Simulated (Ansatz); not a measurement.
Strength of the C–C bond: C4H7N → C3H7 + CN

Species: C4H7N (isobutyronitrile) `CC(C)C#N`, singlet; C3H7 (methylethyl) `C[CH]C`, doublet; CN, doublet. 

Shapes, held fixed at every level: PBE0-D4/def2-TZVP. Programs: Ansatz 0.2.0. The zero-point and thermal change to 298 K, harmonic and unscaled (PBE0-D4/def2-TZVP), is -18.9 kJ/mol.

| level | kind | ΔH(298 K) (kJ/mol) | CPU time (sum over the molecules) |
| --- | --- | --- | --- |
| HF/def2-SVP | Hartree–Fock | +392.5 | – |
| SPW92/def2-TZVPP | LDA | +559.9 | 7.5 s |
| r2SCAN-D4/def2-TZVPP | meta-GGA | +476.9 | 23 s |
| B3LYP-D4/def2-TZVPP | global hybrid | +493.4 | 20 s |
| BHLYP-D4/def2-TZVPP | global hybrid | +504.7 | 16 s |
| r2SCAN0-D4/def2-TZVPP | global hybrid | +487.6 | 25 s |
| wB97M-V/def2-TZVPP | range-separated hybrid | +524.7 | 51 s |
| B2PLYP/def2-TZVPP | double hybrid | +495.4 | 25 s |

B2PLYP/def2-TZVPP gives ΔH(298 K) = +495.4 kJ/mol; the levels span +392.5 to +559.9. The median of the levels is +494.4. Hartree–Fock misses the correlation of the pair that is broken and comes out low. No measured value is set beside it here. Spin contamination: CN (⟨S²⟩ up to 1.11). Open shells run unrestricted unless RO is named. Times are processor times on shared x86 and Arm servers, and rough.
